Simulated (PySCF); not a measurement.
Structure problem from calculated spectra and properties.

Formula: C2H4S.

* 13C NMR: chemical shifts (computed TMS as zero) by class: 19.4 (2 C) ppm [GIAO PBE0/pcSseg-1]
* Rotational structure: rotational constants A, B, C: 22.079, 11.065, 8.166 GHz [GFN2-xTB]
* 1H NMR: chemical shifts (computed TMS as zero) by class: 2.22 (4 H) ppm [GIAO PBE0/pcSseg-1]
* NMR, other nuclei: isotropic shieldings of nuclei other than C and H, by class: 777 (1 S) ppm [GIAO PBE0/pcSseg-1]
* Dipole: 1.99 D [PBE0/pcSseg-1]

The electronic properties come from PySCF, for the isolated species, density fitting. Levels stand in brackets. Isolated species at its GFN2-xTB geometry, gas phase. NMR values are class means; diastereotopic atoms form classes of their own.

Problem. Give a SMILES that accounts for the data.

Solution. Numbering: `[CH2:1]1[CH2:2][S:3]1`. Its formula, C2H4S, gives 1 degree of unsaturation: 1 ring and 0 π bonds in the structure found. 2 carbons fall into 1 class: ring sp3 carbon bound to sulfur [C1/C2] (19.4 ppm, 2 C). All hydrogens form one class (2.22 ppm): methylene hydrogen. The other shieldings belong to: 777 ppm, sulfide sulfur [S3]. The optimised geometry has point group C2v and is an asymmetric top. Structure: `C1CS1` (thiirane). The assignments are read from this structure; whether some other isomer fits the data as well wasn't checked.
